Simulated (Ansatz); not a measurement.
Mulliken charges of BClH₂S, SMILES `SBCl` from ωB97M-V/def2-TZVPP in Ansatz (PBE0-D4/def2-TZVP geometry).

```csv
atom,x (Å),y (Å),z (Å),charge (e)
S1,-1.247,0.479,-0.128,-0.091
B2,0.455,0.033,0.132,0.002
Cl3,1.518,1.194,0.886,-0.109
H4,-1.612,-0.680,-0.699,0.120
H5,0.886,-1.026,-0.191,0.077
```

Task: By hand: the dipole of these point charges (1 e Å = 4.8032 D).

Result: Σ q r = (-0.176, -0.334, -0.183) e Å, of length 0.420 e Å = 2.02 D.

Task: How does the dipole of the full density compare? (Best estimate.)

Result: Ansatz gave: (-0.160, -0.235, -0.138) e Å, 1.52 D; the point charges give 1.33 times that, at 6° from its direction.

Point charges leave out the atoms' own dipoles, such as those of lone pairs, and Mulliken's split depends on the basis, so the two needn't agree.
